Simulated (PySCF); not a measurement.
Isomers of C6H10. Computed with PySCF, TDDFT B3LYP/def2-SVPD, vertical, gas phase, core orbitals frozen in the response. Geometries: GFN2-xTB; one conformer of each isolated species. Triplets are in the Tamm–Dancoff approximation.

Problem. Rank by computed S1–T1 gap, lowest first.
A. `C1C2([C@H](C2)C)C1`
B. `C=CC/C=C\C`
C. `[C@H]1(CCC=C1)C`
D. `C=C/C(C)=C/C`

Solution. A (0.10 eV), B (1.69 eV), C (1.96 eV), D (2.34 eV).

```json
{"SMILES": "C[C@H]1CC12CC2", "S1−T1 (eV)": "0.10", "S1 (eV)": "7.15", "T1 (eV)": "7.06", "S1 mainly": "H→L (98%)", "T1 mainly": "H→L (95%)", "f(S1)": "0.008"}
{"SMILES": "C=CC/C=C\\C", "S1−T1 (eV)": "1.69", "S1 (eV)": "6.08", "T1 (eV)": "4.39", "S1 mainly": "H→L (86%)", "T1 mainly": "H→L (71%)", "f(S1)": "0.196"}
{"SMILES": "C[C@H]1C=CCC1", "S1−T1 (eV)": "1.96", "S1 (eV)": "6.39", "T1 (eV)": "4.42", "S1 mainly": "H→L+1 (83%)", "T1 mainly": "H→L (86%)", "f(S1)": "0.021"}
{"SMILES": "C=C/C(C)=C/C", "S1−T1 (eV)": "2.34", "S1 (eV)": "5.64", "T1 (eV)": "3.29", "S1 mainly": "H→L (97%)", "T1 mainly": "H→L (96%)", "f(S1)": "0.704"}
```

H and L stand for HOMO and LUMO. For `C[C@H]1C=CCC1` the leading configurations of S1 and T1 differ. Singlets come from full response and triplets from the Tamm–Dancoff approximation.
